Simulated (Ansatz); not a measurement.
# AlFH2O: the cost of one run

All numbers below are computed with Ansatz 0.2.0 (RKS PBE0/def2-SVP).

### 1 The starting structure

Bond lengths: Al1–F2 1.690 Å, Al1–O3 1.780 Å, O3–H4 1.010 Å, Al1–H5 1.560 Å. Angles: F2–Al1–O3 120.0°, F2–Al1–H5 120.0°, O3–Al1–H5 120.0°, Al1–O3–H4 109.5°.

As a file:

```xyz
5

Al    0.0000    0.0000    0.0000
F     0.0000    0.0000    1.6900
O     1.5415    0.0000   -0.8900
H     1.8414   -0.9519   -1.0449
H    -1.3510    0.0000   -0.7800
```

### 2 Preparing the start

input.yaml reads:

```yaml
crystal:
  periodic: [false, false, false]
  atoms:
    - { symbol: Al, position_ang: [0.0, 0.0, 0.0] }
    - { symbol: F, position_ang: [0.0, 0.0, 1.69] }
    - { symbol: O, position_ang: [1.5415, 0.0, -0.89] }
    - { symbol: H, position_ang: [1.8414, -0.9519, -1.0449] }
    - { symbol: H, position_ang: [-1.351, 0.0, -0.78] }
basis:
  gaussian: { orbitals: def2-SVP }
hamiltonian:
  xc: pbe0
relax:
  f_tol: 0.02
  max_steps: 40
output:
  orbitals: {}
```

Started as:

```bash
$ ansatz run input.yaml --threads 1 --pin off --max-ram 2048MiB --backend cpu --events-out ev --progress --plain --runs-dir out
```

What time and memory should one allow on 1 thread of Arm Neoverse V1, shared host?

About 12 s, with a peak of 0.12 GiB.
